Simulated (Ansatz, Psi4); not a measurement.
System: CH₂, net charge 0, triplet state. SMILES: [CH2]
Coordinates optimised at B3LYP-D3(BJ)/def2-TZVP (Ansatz, a first-principles code):
```xyz
3

C      0.0094     0.0032     0.1026
H     -0.0192     0.9863    -0.3393
H     -0.0373    -1.0052    -0.2764
```
Charge 0, spin multiplicity 3.

B3LYP/STO-3G beside other levels, property by property. Set-up: atomisation electronic, to ground-state atoms; 6-31G* and kin with 6d, 5d where marked; no spin-orbit coupling; each state is the SCF solution reached for its charge and spin; frozen cores in correlated levels; dispersion terms only where a functional's name holds one; non-relativistic; UHF or UKS for open shells. Basis-set limits of correlation are two-point, X^-3; Hartree-Fock from the larger set (for Q and 5 zeta extrapolated as (X+1)exp(-9√X)). Ab initio and DFT rows: single points at B3LYP-D3(BJ) geometries (Ansatz), with unscaled harmonic terms from B3LYP/6-31G* at its own minima, enthalpies of formation by atomisation with measured atoms.

Measured values: G2/97 table in ASE (Curtiss et al.); they hold spin-orbit and core effects, anharmonicity. Coupled cluster (Ansatz) is a level with limits of its own, used here on species with T1 under 0.025 (0.045 for open shells) and stable references: (a) CCSD(T)/CBS(aug-cc-pVTZ,aug-cc-pVQZ); (b) CCSD(T)/CBS(cc-pVQZ,cc-pV5Z).

```json
[
 {"property": "vertical ionisation energy to the doublet (eV)", "B3LYP/STO-3G (Ansatz)": "9.31", "wB97X-D/6-31G* (Psi4)": "10.25", "MP2/6-31G* (Ansatz)": "10.02", "wB97X-V/def2-TZVPD (Ansatz)": "10.28", "to compare with": "10.40 coupled cluster (a)"},
 {"property": "enthalpy of formation at 298 K (kcal/mol)", "B3LYP/STO-3G (Ansatz)": "58.3", "wB97X-D/6-31G* (Psi4)": "95.0", "MP2/6-31G* (Ansatz)": "112.5", "wB97X-V/def2-TZVPD (Ansatz)": "96.2", "to compare with": "93.7 measured"},
 {"property": "atomisation energy (kcal/mol)", "B3LYP/STO-3G (Ansatz)": "226.0", "wB97X-D/6-31G* (Psi4)": "189.3", "MP2/6-31G* (Ansatz)": "171.8", "wB97X-V/def2-TZVPD (Ansatz)": "188.1", "to compare with": "189.9 coupled cluster (b)"}
]
```

As the rows show:
- vertical ionisation energy to the doublet: B3LYP/STO-3G lies 1.09 eV below coupled cluster.
- enthalpy of formation at 298 K: B3LYP/STO-3G lies 35.4 kcal/mol below the measured value.
- atomisation energy: B3LYP/STO-3G lies 36.1 kcal/mol above coupled cluster.

The properties are those with a value to compare with, at most eight drawn at random. No case is left out for the size of its miss. Left out are saddle points of the reference geometry, anions that the best level run finds unbound, excited spin states, species near biochemistry, cases with under five habitual levels, runs that failed or whose electronic state is in doubt, and table entries that another table contradicts.
